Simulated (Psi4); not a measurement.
**SiH3O− (SMILES [O-][SiH3]): a chain of runs**

Wanted: a structure relaxation (HF-3c/MINIX), then vibrational wavenumbers, then a single-point energy (CCSD(T)/cc-pVDZ) of SiH3O−. 

Program for the calculation: Psi4 1.11.

**1. The molecule**

SiH3O− has 5 atoms, charge -1, and is taken as a singlet. As SMILES, `[O-][SiH3]`. The shape is that of a GFN2-xTB optimisation. The run starts from this shape.

Bond lengths: O1–Si2 1.535 Å, Si2–H3 1.516 Å, Si2–H4 1.516 Å, Si2–H5 1.516 Å. Angles: O1–Si2–H3 116.1°, O1–Si2–H4 116.1°, O1–Si2–H5 116.1°, H3–Si2–H4 102.1°, H3–Si2–H5 102.1°, H4–Si2–H5 102.1°.

**2. A geometry optimisation at HF-3c/MINIX (density fitting) (run 1)**

File job.inp:

```
memory 1600 mb

molecule {
  -1 1
  O
  Si 1 r2
  H 2 r3 1 a3
  H 2 r4 3 a4 1 d4
  H 2 r5 3 a5 4 d5

  r2 = 1.534609
  r3 = 1.515556
  a3 = 116.09745
  r4 = 1.515887
  a4 = 102.12054
  d4 = 127.29268
  r5 = 1.51598
  a5 = 102.1329
  d5 = 105.37686
  units angstrom
}

set globals {
  reference    rks
  geom_maxiter 60
}

e = optimize('hf-3c')
print_variables()
```

On the command line:

```bash
psi4 -n 1 job.inp job.out
```

job.out:

```text
[...]
  Running in c1 symmetry.
[...]
  Nuclear repulsion =   58.863473918778809
[...]
  Multiplicity = 1
[...]
  Nalpha       = 13
  Nbeta        = 13
[...]
    Number of basis functions: 22
[...]
   @DF-RKS iter   1:  -363.34104316224273   -1.27406e+00   1.81831e-02 DIIS/ADIIS
[...]
   @DF-RKS iter   6:  -363.47258501905225   -3.97904e-13   2.18921e-09 DIIS
[...]
    Orbital Energies [Eh]
    ---------------------
    Doubly Occupied:
       1A    -67.963296     2A    -19.827633     3A     -5.767326
       4A     -3.844578     5A     -3.843150     6A     -3.843150
       7A     -0.881861     8A     -0.397389     9A     -0.213770
      10A     -0.213769    11A     -0.138168    12A     -0.066003
      13A     -0.066003
[...]
  @DF-RKS Final Energy:  -363.47258501905225
   => Energetics <=
    Nuclear Repulsion Energy =             59.7894725918324212
    One-Electron Energy =                -632.3864613376645138
    Two-Electron Energy =                 209.1271337653577973
    Total Energy =                       -363.4725850190521896
[...]
 Multipole Moments:
 ------------------------------------------------------------------------------------
     Multipole            Electronic (a.u.)      Nuclear  (a.u.)        Total (a.u.)
 ------------------------------------------------------------------------------------
 L = 1.  Multiply by 2.5417464519 to convert [e a0] to [Debye]
 Dipole X            :         -0.0000032            0.0000020           -0.0000012
 Dipole Y            :          0.0000095           -0.0000059            0.0000036
 Dipole Z            :         -2.9224143            3.3412362            0.4188220
 Magnitude           :                                                    0.4188220
[...]
  -Total Gradient:
     Atom            X                  Y                   Z
    ------   -----------------  -----------------  -----------------
       1        0.000000077454    -0.000000031726     0.000003919587
       2       -0.000000155900     0.000000556098    -0.000025000926
       3        0.000000108639    -0.000010418297     0.000007193572
       4       -0.000009523289     0.000005018617     0.000006969941
       5        0.000009493096     0.000004875308     0.000006917827
[...]
    Final optimized geometry and variables:
    Molecular point group: c1
    Full point group: C1
    Geometry (in Angstrom), charge = -1, multiplicity = 1:
    O
    SI            1          r2
    H             2          r3      1          a3
    H             2          r4      3          a4      1          d4
    H             2          r5      3          a5      4          d5
    a3        =  118.5805467681
    a4        =   99.0159227357
    a5        =   99.0158271811
    d4        =  129.6450675281
    d5        =  100.7099949428
[...]
```

On the terminal:

```text
Optimizer: Optimization complete!
```

Wall time 5.1 s (1 thread of Intel Xeon Platinum 8488C (Sapphire Rapids), shared host); peak memory 0.22 GiB.

Step by step:

| step | energy from the first frame kept (eV) | largest force (eV/Å) |
| --- | --- | --- |
| 0 | 0.0000 | 2.3387 |
| 1 | -0.0524 | 0.9674 |
| 2 | -0.0638 | 0.2849 |
| 3 | -0.0650 | 0.0366 |
| 4 | -0.0650 | 0.0013 |

After the run. Bond lengths: O1–Si2 1.502 Å, Si2–H3 1.508 Å, Si2–H4 1.508 Å, Si2–H5 1.508 Å. Angles: O1–Si2–H3 118.6°, O1–Si2–H4 118.6°, O1–Si2–H5 118.6°, H3–Si2–H4 99.0°, H3–Si2–H5 99.0°, H4–Si2–H5 99.0°.

**3. Vibrational wavenumbers at HF-3c/MINIX (density fitting) (run 2)**

File input.in:

```
memory 1600 mb

molecule {
  -1 1
  O
  Si 1 1.502429
  H 2 1.507655 1 118.58056
  H 2 1.507655 1 118.58042 3 -119.99986
  H 2 1.507654 1 118.58042 4 -120.00038
  units angstrom
}

set t 400.0
set rotational_symmetry_number 3

frequency("hf-3c")
print_variables()
```

On the command line:

```bash
psi4 input.in input.out -n 1
```

input.out, cut to the lines that bear on the results:

```text
[...]
  Running in c1 symmetry.
[...]
  Nuclear repulsion =   59.789475435496570
[...]
  Multiplicity = 1
[...]
  Nalpha       = 13
  Nbeta        = 13
[...]
    Number of basis functions: 22
[...]
   @DF-RHF iter   1:  -363.35116994655289   -1.22283e+00   1.78252e-02 ADIIS/DIIS
[...]
  -Total Gradient:
     Atom            X                  Y                   Z
    ------   -----------------  -----------------  -----------------
       1        0.000000028193    -0.000000000465     0.000003966116
       2        0.000000196411     0.000000657625    -0.000025016516
       3        0.000000075612    -0.000010501211     0.000007255114
       4       -0.000009532021     0.000005052355     0.000006986760
       5        0.000009231806     0.000004791696     0.000006808525
[...]
   @DF-RHF iter   9:  -363.47258501882391   -2.61480e-12   4.58054e-09 DIIS
[...]
    Orbital Energies [Eh]
    ---------------------
    Doubly Occupied:
       1A    -67.963296     2A    -19.827633     3A     -5.767326
[...]
  @DF-RHF Final Energy:  -363.47258501882391
   => Energetics <=
    Nuclear Repulsion Energy =             59.7894754354965627
    One-Electron Energy =                -632.3864668465406567
    Two-Electron Energy =                 209.1271364293099850
    Total Energy =                       -363.4725850188239065
[...]
 Multipole Moments:
 ------------------------------------------------------------------------------------
     Multipole            Electronic (a.u.)      Nuclear  (a.u.)        Total (a.u.)
 ------------------------------------------------------------------------------------
[...]
  ==> Harmonic Vibrational Analysis <==
[...]
  Freq [cm^-1]                 862.6329            862.6351           1182.7958
[...]
  IR activ [km/mol]            95.6760             95.6764             89.5669
[...]
  Freq [cm^-1]                1182.8012           1200.1600           1344.0416
[...]
  IR activ [km/mol]            89.5659             19.6614             254.3155
[...]
  Freq [cm^-1]                2430.5116           2430.5154           2469.8523
[...]
  IR activ [km/mol]            106.6799            106.6796            66.6615
[...]
  Total E_0, Enthalpy at 0 [K]                                                         -363.44076825 [Eh]
[...]
  Total H, Enthalpy at  400.00 [K]                                                     -363.43504824 [Eh]
[...]
```

It took 4.8 s on 1 thread of Intel Xeon Platinum 8488C (Sapphire Rapids), shared host; peak memory 0.24 GiB.

**4. A single-point energy at CCSD(T)/cc-pVDZ (run 3)**

File job.in:

```
memory 1.6 GB

molecule system {
  -1 1
  O
  Si 1 r2
  H 2 r3 1 a3
  H 2 r4 1 a4 3 d4
  H 2 r5 1 a5 4 d5

  r2 = 1.502429
  r3 = 1.507655
  a3 = 118.58056
  r4 = 1.507655
  a4 = 118.58042
  d4 = -119.99986
  r5 = 1.507654
  a5 = 118.58042
  d5 = -120.00038
}

set {
  basis       cc-pVDZ
  scf_type    pk
  freeze_core true
}

e, wfn = energy('ccsd(t)', return_wfn=True)
```

On the command line:

```bash
psi4 -i job.in -o job.out -n 1
```

job.out:

```text
[...]
  Running in c1 symmetry.
[...]
  Nuclear repulsion =   59.789475435496570
[...]
  Multiplicity = 1
[...]
  Nalpha       = 13
  Nbeta        = 13
[...]
    Number of basis functions: 47
[...]
   @RHF iter   1:  -365.36606419346617   -6.22882e-01   1.29688e-02 DIIS/ADIIS
[...]
   @RHF iter  10:  -365.53911795658166   -2.50111e-12   2.78312e-09 DIIS
[...]
    Orbital Energies [Eh]
    ---------------------
    Doubly Occupied:
       1A    -68.547603     2A    -20.218476     3A     -5.894971
       4A     -4.002348     5A     -4.001018     6A     -4.001018
       7A     -0.981031     8A     -0.460774     9A     -0.273141
      10A     -0.273141    11A     -0.255671    12A     -0.160750
      13A     -0.160750
[...]
  @RHF Final Energy:  -365.53911795658166
   => Energetics <=
    Nuclear Repulsion Energy =             59.7894754354965698
    One-Electron Energy =                -632.1958010210340717
    Two-Electron Energy =                 206.8672076289558390
    Total Energy =                       -365.5391179565816628
[...]
 Multipole Moments:
 ------------------------------------------------------------------------------------
     Multipole            Electronic (a.u.)      Nuclear  (a.u.)        Total (a.u.)
 ------------------------------------------------------------------------------------
 L = 1.  Multiply by 2.5417464519 to convert [e a0] to [Debye]
 Dipole X            :         -0.0000001            0.0000003            0.0000002
 Dipole Y            :          0.0000102           -0.0000055            0.0000047
 Dipole Z            :         -2.9256871            3.3412364            0.4155492
 Magnitude           :                                                    0.4155492
[...]
      * MP2 total energy                      = -365.842516633251989
[...]
      * CCSD total energy                     = -365.865371875463097
[...]
      * CCSD(T) total energy                  = -365.872742203561302
[...]
```

It took 6.9 s on 1 thread of Intel Xeon Platinum 8488C (Sapphire Rapids), shared host; peak memory 0.29 GiB.

**5. Results**

| quantity | value |
| --- | --- |
| run 1, HF-3c/MINIX: total energy at the end | -363.47259 Eh |
| run 1, HF-3c/MINIX: HOMO energy | -1.80 eV |
| run 1, HF-3c/MINIX: LUMO energy | 17.47 eV |
| run 1, HF-3c/MINIX: HOMO–LUMO gap (to an unbound level, set by the basis) | 19.27 eV |
| run 2, HF-3c/MINIX: lowest harmonic wavenumber | 863 cm⁻¹ |
| run 2, HF-3c/MINIX: highest harmonic wavenumber | 2470 cm⁻¹ |
| run 2, HF-3c/MINIX: zero-point energy | 83.5 kJ/mol |
| run 2, HF-3c/MINIX: ideal-gas entropy at 400 K (symmetry number 3 as used) | 59.0 cal/(mol K) |
| run 3, CCSD(T)/cc-pVDZ: total energy | -365.87274 Eh |
| run 3, CCSD(T)/cc-pVDZ: HOMO energy (Hartree–Fock orbitals) | -4.37 eV |
| run 3, CCSD(T)/cc-pVDZ: LUMO energy (Hartree–Fock orbitals) | 10.83 eV |
| run 3, CCSD(T)/cc-pVDZ: HOMO–LUMO gap (to an unbound level, set by the basis) | 15.21 eV |
| run 3, CCSD(T)/cc-pVDZ: correlation energy (6 core orbitals frozen) | -333.6 mEh |
| run 3, CCSD(T)/cc-pVDZ: (T) correction | -7.37 mEh |
| run 3, CCSD(T)/cc-pVDZ: T1 diagnostic | 0.016 |

In words: The optimisation (run 1, HF-3c/MINIX) took 5 steps and changed the energy by -0.065 eV. All 9 modes (run 2, HF-3c/MINIX) are real, so the shape is a minimum at this level. The triples (run 3, CCSD(T)/cc-pVDZ) make up 2.2 % of the correlation energy.
